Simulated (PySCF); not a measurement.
Potential energy of BP⁺ along the bond

Set-up: PySCF, no relativity, basis sets B aug-pcseg-1, P aug-pcseg-1. Energies in eV from B⁺ + P in their ground configurations at the same level. All curves are PBE0. state 1: ⁴Σ⁻ (quartet), unpaired electrons σ ↑, π ↑↑; state 2: Ms = 0.5 determinant of mixed spin (⟨S²⟩ near 1.8), unpaired electrons σ ↓, π ↑↑, a second solution, started from another occupation; state 3: Ms = 0.5 determinant of mixed spin (⟨S²⟩ near 1.8), unpaired electrons σ ↑, π ↑↓, a mixture of terms (⟨Lz²⟩ = 2.0), a second solution, started from another occupation; state 4: ²Π (doublet), unpaired electrons π ↑, a second solution, started from another occupation.

```csv
R (Å),state 1,state 2,state 3,state 4
1.602,-1.898,-1.484,-1.369,-1.325
1.677,-2.420,-2.036,-1.912,-1.565
1.751,-2.700,-2.346,-2.211,-1.597
1.807,-2.795,-2.461,-2.318,-1.526
1.863,-2.817,-2.502,-2.350,-1.406
1.919,-2.786,-2.486,-2.327,-1.259
1.993,-2.689,-2.404,-2.236,-1.039
2.087,-2.516,-2.239,-2.062,-0.752
2.198,-2.285,-1.997,-1.817,-0.420
2.347,-1.990,-1.664,-1.490,-0.027
```

Q: Put a parabola through the three lowest points of the state 1 curve and estimate Re, k and ωe (reduced mass 8.122 u; 1 eV/Å² = 0.16022 mdyn/Å; ωe = 1302.8·√(k/μ) cm⁻¹).

A: Through R = 1.807, 1.863, 1.919 Å the second-order coefficient is 8.45 eV/Å², so Re ≈ 1.858 Å, k ≈ 2.71 mdyn/Å and ωe ≈ 752 cm⁻¹. A polynomial fit of higher order to the unrounded PBE0 energies gives Re = 1.855 Å, k = 2.83 mdyn/Å, ωe = 770 cm⁻¹; anharmonicity and rounding make the difference.

The higher-order fit for each curve: state 1: Re = 1.855 Å, ωe = 770 cm⁻¹, De = 2.82 eV; state 2: Re = 1.873 Å, ωe = 751 cm⁻¹, minimum 2.50 eV below the ground-state fragments; state 3: Re = 1.865 Å, ωe = 767 cm⁻¹, minimum 2.35 eV below the ground-state fragments. State 4 gave no clean fit.

⟨S²⟩ of the unrestricted solution departs from its pure value on part of the curve, where spin states mix. For an ion De counts to the pair picked by the measured ionisation energies or electron affinities, which need not be the lowest pair at this level. The state is the lowest determinant that a PBE0 search found; another state may lie lower at other levels.
